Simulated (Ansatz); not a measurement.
Input file:

```yaml
crystal:
  periodic: [false, false, false]
  atoms:
    - {symbol: As, position_ang: [0.000000, 0.000000, 0.000000]}
    - {symbol: As, position_ang: [0.000000, 0.000000, 2.176400]}
basis:
  gaussian: {orbitals: STO-3G}
magnetization: {spin_polarized: false}
correlation: {method: ccsd, electrons: outside_noble_gas, diis_vectors: 1}
accuracy: high
scf: {lower_state_search: off}
```

```sh
$ ansatz run in.yaml --threads 1 --pin off --events-out ev --progress --plain --max-ram 2393MiB
```

Output:

```
these checks for a lower state are left out or cut short: stability, starts, cluster_reference, orbital_swaps, neighbouring_geometries, increment
447 factors; integrals over basis functions are off by at most 2.8e-9 eV
mean field evaluation 1: about -120234.3918 eV, gradient 2.4e0 eV
mean field evaluation 2: about -120234.4126 eV, gradient 2.4e0 eV
mean field evaluation 4: about -120234.4326 eV, gradient 4.9e-2 eV
mean field evaluation 8: about -120234.4326 eV, gradient 4.1e-8 eV
mean field -120234.43262451 eV, -4418.5339011254 hartree, gradient 4.1e-8 eV, S^2 0.000000; 0 other end points of the search recorded, 0 dependent functions left out
28 core orbitals not correlated: weight in the atoms' cores, before any rotation towards them, 0.992 or more for the frozen orbitals, at most 0.007 for the correlated occupied ones
reference -120234.43262451 eV, -4418.5339011254 hartree; 5, 5 occupied and 3, 3 virtual orbitals, 447 factors
second order -3.78035513 eV of doubles, -0.00000000 eV of singles
cycle   1  -3.19542617 eV  change    5.8e-1 eV  update   1.0e-1
cycle   2  -3.37263701 eV  change   -1.8e-1 eV  update   4.8e-2
cycle   3  -3.47518870 eV  change   -1.0e-1 eV  update   3.4e-2
cycle   4  -3.64089630 eV  change   -1.7e-1 eV  update   1.8e-2
cycle   5  -3.61919457 eV  change    2.2e-2 eV  update   3.1e-3
cycle   6  -3.61859536 eV  change    6.0e-4 eV  update   1.4e-3
...
cycle  21  -3.62109321 eV  change   -1.2e-7 eV  update   8.3e-8
cycle  22  -3.62109300 eV  change    2.1e-7 eV  update   4.1e-8
cycle  23  -3.62109302 eV  change   -2.2e-8 eV  update   1.6e-8
cycle  24  -3.62109298 eV  change    4.5e-8 eV  update   8.8e-9
cycle  25  -3.62109297 eV  change    4.4e-9 eV  update   4.9e-9
cycle  26  -3.62109295 eV  change    2.1e-8 eV  update   2.6e-9
cycle  27  -3.62109295 eV  change   -2.8e-9 eV  update  7.3e-10
cycle  28  -3.62109295 eV  change    1.3e-9 eV  update  4.4e-10
cycle  29  -3.62109295 eV  change   6.7e-10 eV  update  3.1e-10
cycle  30  -3.62109295 eV  change    1.2e-9 eV  update  1.5e-10
Total energy: -120238.05371747 eV, -4418.6669738369 hartree
Checks for a lower state left out: stability, starts, cluster_reference, orbital_swaps, neighbouring_geometries, increment
```

Ran on 1 thread of Arm Neoverse V1, shared host: 0.33 s wall, 0.07 GiB peak host memory.
